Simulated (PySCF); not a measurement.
Cubic BN: correlation energy from several methods in one and the same small orbital space (PySCF; 2 atoms at the zone centre, 8 electrons in 20 orbitals, empty ones MP2 natural orbitals of a TZ basis, lattice constant set to 3.616 Å). It tests the methods against each other and lies far from the crystal's limit.

Full CI gives -2.9465 eV per atom.

Task: What share of it do MP2, CCSD, CCSD(T), CCSDT, CCSDT(Q) recover?

Result: MP2 80.2 %; CCSD 98.0 %; CCSD(T) 99.5 %; CCSDT 99.8 %; CCSDT(Q) 100.0 %.

```tsv
method	E_corr (eV per atom)	share of full CI (%)	error (meV)
MP2	-2.3629	80.2	584
CCSD	-2.8878	98.0	59
CCSD(T)	-2.9306	99.5	16
CCSDT	-2.9413	99.8	5
CCSDT(Q)	-2.9458	100.0	1
full CI	-2.9465	100.0	0
```

The Hartree–Fock determinant has a weight of 0.92 in the full CI state.

MP2, (T) and (Q) use filled levels shifted down by the Madelung term, which in so small a cell is a large part of the gap, so these rows hang on it.
